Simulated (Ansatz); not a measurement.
# C2H4N2O2: the cost of one run

All numbers below are computed with Ansatz 0.2.0 (RKS LDA/def2-SVP).

## (1) The system as given

Bond lengths: N1–C2 1.339 Å, C2–O3 1.315 Å, C2–N4 1.316 Å, N4–C5 1.399 Å, C5–O6 1.216 Å, N1–H7 0.986 Å, N1–H8 1.065 Å, O3–H9 1.029 Å, C5–H10 1.098 Å. Angles: N1–C2–O3 108.1°, N1–C2–N4 136.0°, O3–C2–N4 115.7°, C2–N1–H7 114.1°, C2–N1–H8 108.6°, H7–N1–H8 114.2°, C2–O3–H9 108.8°, C2–N4–C5 113.4°, N4–C5–O6 129.4°, N4–C5–H10 109.4°, O6–C5–H10 121.1°.

As a file:

```xyz
10

N    -0.5132   -1.2986   -0.1832
C     0.1943   -0.3798    0.4865
O     0.5495   -0.8985    1.6420
N     0.6655    0.8228    0.2328
C     0.1767    1.3703   -0.9585
O    -0.8184    1.0748   -1.5925
H    -1.0009   -1.9319    0.3946
H    -1.1249   -0.8013   -0.8990
H     1.1407   -0.2209    2.1420
H     0.8136    2.2120   -1.2617
```

## (2) Relaxing end A

The input, input.yaml:

```yaml
crystal:
  periodic: [false, false, false]
  atoms:
    - { symbol: "N", position_ang: [-0.5132, -1.2986, -0.1832] }
    - { symbol: C, position_ang: [0.1943, -0.3798, 0.4865] }
    - { symbol: O, position_ang: [0.5495, -0.8985, 1.642] }
    - { symbol: "N", position_ang: [0.6655, 0.8228, 0.2328] }
    - { symbol: C, position_ang: [0.1767, 1.3703, -0.9585] }
    - { symbol: O, position_ang: [-0.8184, 1.0748, -1.5925] }
    - { symbol: H, position_ang: [-1.0009, -1.9319, 0.3946] }
    - { symbol: H, position_ang: [-1.1249, -0.8013, -0.899] }
    - { symbol: H, position_ang: [1.1407, -0.2209, 2.142] }
    - { symbol: H, position_ang: [0.8136, 2.212, -1.2617] }
basis:
  gaussian: { orbitals: def2-SVP }
hamiltonian:
  xc: lda
relax:
  f_tol: 0.02
  max_steps: 50
```

Started as:

```
ansatz run input.yaml --threads 2 --pin off --max-ram 3072MiB --backend cpu --events-out ev --progress --plain --runs-dir out
```

**Question.** How long does this run take on 2 threads of Arm Neoverse N1, shared host, and how much memory does it need?

About 22 s, with a peak of 0.13 GiB.
